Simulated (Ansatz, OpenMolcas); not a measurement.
# CF (SMILES [C]F): the vertical energy of the quartet above the doublet from total energies

The species is CF (2 atoms), meant as a doublet with charge 0. As SMILES, `[C]F`. Geometry: relaxed at PBE0-D4/def2-TZVP.

```
atom   x (Å)   y (Å)   z (Å)
   C  0.0000  0.0000  0.0031
   F  0.0000  0.0000  1.2713
```

Both states at this one shape; open shells run unrestricted unless said. 1 Eh = 27.2114 eV.

| level | program | doublet CF (Eh) | quartet CF (Eh) |
| --- | --- | --- | --- |
| UHF/STO-3G | Ansatz | -135.304018 | -135.226847 |
| UHF/3-21G | OpenMolcas | -136.424268 | -136.340743 |
| U-r2SCAN/STO-3G | Ansatz | -135.818159 | -135.693806 |
| UB3LYP/6-31G* (spherical functions) | OpenMolcas | -137.774035 | -137.634844 |

Q: Work out the vertical gap, second state less first, at each level.

A: 
1. UHF/STO-3G: -135.226847 − (-135.304018) = 0.077171 Eh = 2.10 eV.
2. UHF/3-21G: -136.340743 − (-136.424268) = 0.083525 Eh = 2.27 eV.
3. U-r2SCAN/STO-3G: -135.693806 − (-135.818159) = 0.124353 Eh = 3.38 eV.
4. UB3LYP/6-31G* (spherical functions): -137.634844 − (-137.774035) = 0.139191 Eh = 3.79 eV.

No measured value is set beside it here; the levels span 2.10 to 3.79 eV. Hartree–Fock favours the state with fewer electron pairs, since it lacks pair correlation. Minimal sets are far from the basis-set limit.
